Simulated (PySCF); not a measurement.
H6Si2, triplet, geometry from GFN2-xTB of the parent state (a higher spin typed on purpose: for a closed-shell molecule this is an excited state); PySCF with PBE/def2-SVP.

PySCF was given this input:
```python
from pyscf import gto, scf, dft

mol = gto.M(
    atom='''
Si   -1.08961894    0.34541790   -0.08221309
Si    1.08961894   -0.34541790    0.08221309
H    -1.72097316   -0.65021025   -1.01950656
H    -2.11175061    1.47318883   -0.38948500
H    -1.68608388    0.00177347    1.25739159
H     2.11175061   -1.47318883    0.38948500
H     1.72097316    0.65021025    1.01950656
H     1.68608388   -0.00177347   -1.25739159
''',
    basis='def2-svp',
    spin=2,
    verbose=3,
)

mf = dft.UKS(mol)
mf.xc = 'pbe'
mf.kernel()
```

Problem. What does PySCF print? Leave out banner, timings and long lists.

Solution. 
```
converged SCF energy = -581.889044999689  <S^2> = 2.0038447  2S+1 = 3.002562
```
